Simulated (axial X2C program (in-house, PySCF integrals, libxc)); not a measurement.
BOH⁻: properties at the nuclei

Calculated with an in-house all-electron X2C program for linear molecules (integrals from PySCF): two-component X2C with atomic mean-field Coulomb and Gaunt terms, Gaussian nuclei, basis B dyall-v3z, O dyall-av3z, H dyall-v3z with contracted cores.

B–O–H held linear, with bonds 1.454 and 0.951 Å (near the PBE0 minimum at charge -1 of the determinant lowest at the starting distance; the state shown can have its own minimum elsewhere, held linear; other orders of the atoms were not compared).

Determinant lowest in the PBE0 search, Ω = 1/2 (⟨Sz⟩ = -0.50, ⟨Lz⟩ = 1.00 at PBE0), spin on the atoms B -0.57, O 0.08, H 0.00:

```json
{"level": "PBE0", "Eeff magnitude (GV/cm)": "0.000434", "Ws magnitude B (kHz)": "0.000315", "Ws magnitude O (kHz)": "3.69e-05", "A∥/gI B (MHz)": "101", "qzz B (a.u.)": "-0.16", "A∥/gI O (MHz)": "116", "qzz O (a.u.)": "1.78", "A∥/gI H (MHz)": "4.63", "qzz H (a.u.)": "0.53"}
{"level": "HF", "Eeff magnitude (GV/cm)": "0.000189", "Ws magnitude B (kHz)": "0.000692", "Ws magnitude O (kHz)": "0.000528", "A∥/gI B (MHz)": "110", "qzz B (a.u.)": "-0.20", "A∥/gI O (MHz)": "64.6", "qzz O (a.u.)": "1.83", "A∥/gI H (MHz)": "4.26", "qzz H (a.u.)": "0.53"}
{"level": "r2SCAN", "Eeff magnitude (GV/cm)": "0.00118", "Ws magnitude B (kHz)": "0.000405", "Ws magnitude O (kHz)": "0.00128", "A∥/gI B (MHz)": "83.5", "qzz B (a.u.)": "-0.16", "A∥/gI O (MHz)": "94.7", "qzz O (a.u.)": "1.80", "A∥/gI H (MHz)": "4.3", "qzz H (a.u.)": "0.53"}
```

Determinant 0.00 eV from it at PBE0 and this distance, Ω = 3/2 (⟨Sz⟩ = 0.50, ⟨Lz⟩ = 1.00 at PBE0), spin on the atoms B 0.58, O -0.08, H 0.00:

| level | Eeff magnitude (GV/cm) | Ws magnitude B (kHz) | Ws magnitude O (kHz) | A∥/gI B (MHz) | qzz B (a.u.) | A∥/gI O (MHz) | qzz O (a.u.) | A∥/gI H (MHz) | qzz H (a.u.) |
| --- | --- | --- | --- | --- | --- | --- | --- | --- | --- |
| PBE0 | 0.000151 | 0.000103 | 5.86e-05 | 17.4 | -0.16 | 40.7 | 1.78 | 2.2 | 0.53 |
| HF | 0.000425 | 0.000233 | 0.000111 | 8.7 | -0.21 | 49.7 | 1.83 | 1.77 | 0.53 |
| r2SCAN | 0.000821 | 0.000136 | 0.000328 | 19.4 | -0.16 | 48.2 | 1.80 | 2.33 | 0.53 |

Eeff is the effective electric field on the electron electric dipole moment in this Ω state and Ws the scalar–pseudoscalar constant of the nucleus named (defined with the proton number Z and per Ω); A∥ (defined per Ω) follows by multiplying with gI = μI/(I μN); qzz is the electric field gradient, eQq0 = 234.96 MHz × Q/barn × qzz. The operators were transformed with the bare-nucleus X2C matrices; with these basis sets, hyperfine constants and field gradients can be off by tens of per cent, and where levels differ in sign neither size nor sign is settled.

Q: With gI(11B) = 1.7924, Q(11B) = 0.04059 barn, gI(17O) = -0.7575, Q(17O) = -0.02558 barn, gI(1H) = 5.5857 (g factors from the IAEA table of nuclear moments by Stone; Q from Pyykkö, Mol. Phys. 2018), turn the PBE0 values of the first state into constants in MHz.

A: A∥(11B) = 101 × 1.7924 = 181 MHz; eQq0(11B) = 234.96 × (0.04059) × (-0.16) = -1.53 MHz; A∥(17O) = 116 × -0.7575 = -87.9 MHz; eQq0(17O) = 234.96 × (-0.02558) × (1.78) = -10.7 MHz; A∥(1H) = 4.63 × 5.5857 = 25.9 MHz.

The molecule was held linear; bending was not examined, so a bent shape may lie lower.

Each state is one determinant with collinear spin. Unrestricted Hartree–Fock can overshoot spin polarisation at the nuclei. In the state Ω = 1/2 the sign of Eeff differs between levels (r2SCAN against PBE0). In the state Ω = 3/2 the sign of Eeff differs between levels (r2SCAN against PBE0). For an anion, determinants above electron detachment, or with a positive highest level, are held by the basis set. Where Eeff spreads by more than a factor of two the levels disagree and none is to be relied on. The search compared states at one distance, so a state with another bond length can lie lower. The sign of Ws at O differs between levels in the first state. PBE0 term energies can be off by some tenths of an eV.
